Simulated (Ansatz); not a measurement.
Two structures of CH9NSi, singlet, reached by relaxing down either side of one saddle point (PBE0-D4/def2-TZVP). Energies are electronic, without zero-point energy. Program: Ansatz 0.2.0. Basis: def2-TZVPP and def2-QZVPP. Cores are frozen in the correlated methods. Extrapolation: Hartree–Fock as exp(−7.88 √X), correlation as X^−2.97. First:

```
atom    x (Å)    y (Å)    z (Å)
 Si1   0.4049   0.0978   1.5692
  N2   0.5618  -0.1331  -0.1260
  C3  -0.2890  -1.0330  -0.8758
  H4   1.3665   1.1594   1.9631
  H5  -0.9942   0.5116   1.8597
  H6   0.6796  -1.1124   2.4038
  H7  -0.6003   1.9312  -1.2981
  H8  -0.9926   2.4018  -1.7290
  H9   1.4800  -0.0213  -0.5260
 H10  -0.3472  -0.7303  -1.9252
 H11  -1.3056  -0.9909  -0.4754
 H12   0.0361  -2.0810  -0.8403
```

Second:

Si1  (-0.293, 0.926, 1.686)
N2  (0.689, 0.000, -0.850)
C3  (-0.179, -1.072, -1.306)
H4  (0.928, 1.730, 1.436)
H5  (-0.838, 1.379, 3.003)
H6  (0.000, -0.521, 1.830)
H7  (0.694, 0.770, -1.506)
H8  (-1.356, 1.183, 0.683)
H9  (1.645, -0.319, -0.758)
H10  (0.092, -1.503, -2.279)
H11  (-1.204, -0.700, -1.374)
H12  (-0.178, -1.875, -0.566)
(Å)

**Question.** Which bonds change from the first to the second?

**Answer.** CH₇NSi ([CH3][NH][SiH3]) + H₂ → CH₅N ([CH3][NH2]) + SiH₄; bonds formed: Si1–H8, N2–H7; bonds broken: Si1–N2, H7–H8.

**Question.** Give the saddle point's structure and its height above each. (Judge from chemistry; the value comes from the calculation.)

**Answer.** By the calculation: 46.98 kcal/mol above the first and 43.41 kcal/mol above the second (CCSD(T) at an estimated basis limit (MP2 extrapolated from triple and quadruple zeta, plus CCSD(T) − MP2 in triple zeta)).
```
12
angstrom
Si 0.1192 0.6418 1.1870
N 0.5167 -0.0047 -0.5179
C -0.3333 -1.0953 -0.9896
H 0.9425 1.7920 1.6264
H -1.2846 0.5398 1.6523
H 0.7681 -0.5247 1.9107
H 0.0333 1.0708 -0.7286
H -0.5661 1.8532 -0.1186
H 1.5034 -0.1774 -0.6867
H -0.0787 -1.3719 -2.0136
H -1.3699 -0.7484 -0.9738
H -0.2504 -1.9755 -0.3477
```

No T1 diagnostic of these runs exceeds 0.012.

Labels in which every atom is bracketed show which atoms are joined, not bond orders.

For scale, one of the runs: CCSD(T)/def2-TZVPP, 230 basis functions, launched by `ansatz run in.yaml --threads 4 --pin off --events-out ev --progress --plain --max-ram 9574MiB`. Time: 61 s of wall clock on 4 CPU threads of an Arm Neoverse V1; the host was shared. Peak host memory: 3.9 GiB.
